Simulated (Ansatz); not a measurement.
Results of revPBE in Ansatz (PAW) for bcc W.

Input file:

Ansatz 0.2 input:
```yaml
crystal:
  lattice:
    - [-1.5965133861, 1.5965133861, 1.5965133861]
    - [1.5965133861, -1.5965133861, 1.5965133861]
    - [1.5965133861, 1.5965133861, -1.5965133861]
  atoms:
    - { symbol: W, position: [0.0, 0.0, 0.0] }
basis:
  ecutwfc: 520
  ecutrho_ratio: 4
  xc_grid: 2
kpoints:
  mp_grid: { grid: [24, 24, 24] }
hamiltonian:
  xc: revpbe
  dispersion: none
  pseudopotentials: { kind: paw }
scf:
  occupations: { method: fermi_dirac, width: 0.05 }
  convergence: { dr2_threshold: 0.0000000001 }
output:
  forces: false
  stress: true
  eigenvalues: true
```

From the output:

```
Crystal: 1 atoms, lattice volume = 16.277 Å³
Basis set: ecut = 520 eV, 429 PW (Γ), exchange–correlation on 48×48×48 points (8 copies of the dense FFT grid, shifted against one another)
Bands: 11, of which v1, the nominal top of the filled ones, is band 7 counted from 1 (6 counted from 0)
Symmetry: 48 space group operations
Space group: Im-3m (ITA 229), of the structure as read, at distance tolerance 2.5e-5 Å
k-points: 413 of 13824
Functional: x = revpbe(κ = 1.245, μ = 0.2195149727645171), c = pbe(β = 0.06672455060314922)
SCF iter   1: F=—  HF=-10393.890472 eV  |F-HF|=—  |Δ(HF+E_count)|=         —  Δρ=2.23e-3  dr2=2.29e-4
SCF iter   2: F=—  HF=-10393.890362 eV  |F-HF|=—  |Δ(HF+E_count)|=   1.11e-4  Δρ=1.14e-3  dr2=5.90e-5
  ...
SCF iter   6: F=—  HF=-10393.890395 eV  |F-HF|=—  |Δ(HF+E_count)|=   3.99e-9  Δρ=6.55e-6  dr2=3.77e-9
SCF iter   7: F=-10393.890395 eV  HF=-10393.890395 eV  |F-HF|=6.55e-11  |Δ(HF+E_count)|=   1.71e-9  Δρ=9.04e-7  dr2=8.13e-11
SCF 1 converged in 7 iterations: F = -10393.890395 eV  dr2 = 8.13e-11
SCF converged after 7 iterations
Free energy (F): -10393.890395 eV
Internal energy: -10393.887254 eV  (E = F + TS)
E sigma→0 (E₀):  -10393.888825 eV
Fermi energy:    22.045156 eV
--- Stress (GPa, compression-positive) ---
       -0.000526       0.000000       0.000000
        0.000000      -0.000526      -0.000000
       -0.000000       0.000000      -0.000526
  P = ⅓ Tr σ = -0.0005 GPa (-0.005 kbar)
```

The PAW data were made under PBE.

It cost roughly 6 core-seconds of CPU time.

Ansatz is a first-principles code.
